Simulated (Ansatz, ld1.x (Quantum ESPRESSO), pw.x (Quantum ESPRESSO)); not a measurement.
**S (Z = 16) (diamond): variants of one RRKJ potential in the solid**

sulfur, norm-conserving RRKJ (Kleinman–Bylander form), made with ld1.x (Quantum ESPRESSO) 7.5 (LDA (PW92), scalar-relativistic). Core [Ne], reference 3s2 3p4. Waves: 3p (bound): rc 1.15 bohr; 3d channel at 0.35 Ry: rc 1.15 bohr; 3s (bound): rc 1.35 bohr. Local part: the s channel. Core correction: Bessel-smoothed model core inside 0.80 bohr.

Crystal test: diamond S in pw.x 7.5, no spin, 8³ k-points, Fermi–Dirac smearing 0.01 Ry, cutoffs set for each file from its atomic test. The reference is all-electron LAPW (Ansatz 0.2.0) with the same functional, mesh and smearing; V0 and B0 come from Birch–Murnaghan fits to the pressures at five volumes. Errors are pseudo minus all-electron; Δ is the rms difference of the E(V) curves that follow from these fits, minima aligned, over ±6 % about the mean V0. Mesh and smearing are coarse, so the numbers serve the comparison and aren't converged zero-temperature values; the lattice is a test structure that the element need not adopt.

All-electron: a0 = 5.636 Å (V0 = 22.38 Å³/atom), B0 = 52.8 GPa.

2 further variants are left out: they gave no file fit for a test, a broken result, the same result as the base, or pressures whose basis-set error rivals the error shown.

```csv
change,cutoffs (Ry),pw.x,a0 (Å),a0 error (%),B0 error (%),Δ (meV/atom),mean pressure error (GPa)
base,120/480,converged,5.629,-0.13,+0.6,1.0,-0.21
wave 3s (bound): rc 1.35 bohr becomes 3s (bound): rc 1.52 bohr,120/480,converged,5.628,-0.16,+0.5,1.2,-0.25
wave 3s (bound): rc 1.35 bohr becomes 3s (bound): rc 1.98 bohr,120/480,converged,5.590,-0.83,+1.2,6.4,-1.28
```

Give the row for: wave 3s (bound): rc 1.35 bohr becomes 3s (bound): rc 1.72 bohr.

pw.x: converged; mean pressure error (GPa): -0.53; a0 (Å): 5.618; a0 error (%): -0.33; B0 error (%): +0.8; Δ (meV/atom): 2.6.
